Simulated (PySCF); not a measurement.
System: C$_{2}$H$_{3}$O (charge -1, singlet). It need not be the lowest isomer of its formula. Whether it binds its extra electron was not tested at this geometry. 
Geometry from a B3LYP-D3(BJ)/def2-TZVP (Ansatz) optimisation:
```
C
O 1 1.2632
C 1 1.3793 2 130.67
H 3 1.0852 1 120.09 2 180.00
H 3 1.0868 4 118.55 1 -180.00
H 1 1.1289 2 116.97 3 180.00
```
Charge -1, spin multiplicity 1.

Dispersion corrections to the total energy (kcal/mol) from the dftd3 and dftd4 libraries through PySCF: D3(BJ) without and D4 with the three-body term, each with the damping fitted for the functional named.

| functional | D3(BJ) | D4 |
|---|---|---|
| BP86 | -2.47 | -2.54 |
| HF | -16.73 | -8.61 |
| B3LYP | -2.89 | ___ |
| r2SCAN | -0.43 | ___ |
| PBE | -1.70 | -2.02 |
| B2GP-PLYP | -0.90 | ___ |
| PW6B95 | -0.72 | -1.80 |

Task: Fill in the missing entries.

Result: 
- B3LYP, D4: -3.24
- r2SCAN, D4: -0.48
- B2GP-PLYP, D4: -0.81
